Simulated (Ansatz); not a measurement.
For rock-salt AgBr, PBE (Ansatz, a quantum-chemistry and plane-wave program, plane waves, PAW) gives:

```
Item                                   Value
------------------------------  ------------
lattice parameter a                  5.841 Å
bulk modulus                        38.7 GPa
cohesive energy                 2.27 eV/atom
band gap at the measured cell        0.68 eV
elastic constant C11                52.8 GPa
elastic constant C44                7.48 GPa
Voigt–Reuss–Hill shear modulus      8.57 GPa
```

Problem. What does PBE0 (PAW; Ansatz) give for the same quantities?

Solution. 
- lattice constant a: 5.825 Å (drops by 0.3 %)
- bulk modulus: 39.5 GPa (grows by 2.1 %)
- cohesive energy: 2.28 eV/atom (stays essentially unchanged)
- band gap at the measured cell: 2.69 eV (grows by 2.01 eV)
- elastic constant C11: 55.3 GPa (grows by 4.7 %)
- elastic constant C44: 8.30 GPa (increases by 11 %)
- Voigt–Reuss–Hill shear modulus: 9.55 GPa (grows by 11 %)

For comparison: lattice constant a 5.772 Å (measured, temperature not stated, not corrected to a static lattice; as tabulated in Jana et al. (2018), arXiv:1803.03840); bulk modulus 43.8 GPa (measured, 195 K, no zero-point or thermal correction; as tabulated in Jochym and Parlinski (2001), arXiv:1301.6254); band gap 2.71 eV (measured, 2 K, zero-point motion not removed, resonant Raman scattering, indirect; as tabulated in Zhang, Jiang, Phys. Rev. B 100, 205123 (2019)); elastic constant C11 63.1 GPa (measured, 195 K, no zero-point or thermal correction; as tabulated in Jochym and Parlinski (2001), arXiv:1301.6254); elastic constant C44 7.65 GPa (measured, 195 K, not corrected to a static lattice; as tabulated in Jochym and Parlinski (2001), arXiv:1301.6254).

Changes are worked out from the printed values.

Unless a cell is named, each level is at its own relaxed cell (PBE 24.91, PBE0 24.71 Å³/atom).

Levels without +SOC have no spin–orbit coupling; where heavier elements are present it shifts gaps, mostly down, and can invert bands. Density-functional gaps are differences of (generalised) Kohn–Sham levels.

Ansatz's density-functional and Hartree–Fock values are scalar-relativistic unless marked +SOC, with PAW data made under PBE.
